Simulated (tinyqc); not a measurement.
Harmonic frequencies on the RHF/sto-3g surface (energies and gradients from PySCF), for H2O, spin multiplicity 1, step by step. One step of it, computed by the program tinyqc.

Task: One row of the Hessian: 1Oy. Displace 1Oy by +/-0.005 bohr; H(k, :) = (g(+) - g(-)) / (2 delta).

optimised positions (bohr), order 1O, 2H, 3H:
$$\begin{pmatrix}
0.033686 & -0.016767 & -0.128472 \\
-0.022289 & 1.410426 & 1.078073 \\
0.166237 & -1.448462 & 1.066736
\end{pmatrix}$$

gradient at +delta (hartree/bohr), order 1O, 2H, 3H:
$$\begin{pmatrix}
-0.00026402 & 0.00401339 & 0.00003628 \\
0.00007928 & -0.00201209 & -0.00170408 \\
0.00018473 & -0.00200130 & 0.00166780
\end{pmatrix}$$

gradient at -delta (hartree/bohr), order 1O, 2H, 3H:
$$\begin{pmatrix}
0.00026422 & -0.00399131 & 0.00001611 \\
-0.00007738 & 0.00198006 & 0.00166845 \\
-0.00018685 & 0.00201125 & -0.00168456
\end{pmatrix}$$

Give: row of the Hessian.

Result:

row of the Hessian (hartree/bohr^2): 1Ox -0.052824, 1Oy 0.800470, 1Oz 0.002017, 2Hx 0.015666, 2Hy -0.399215, 2Hz -0.337253, 3Hx 0.037158, 3Hy -0.401255, 3Hz 0.335236
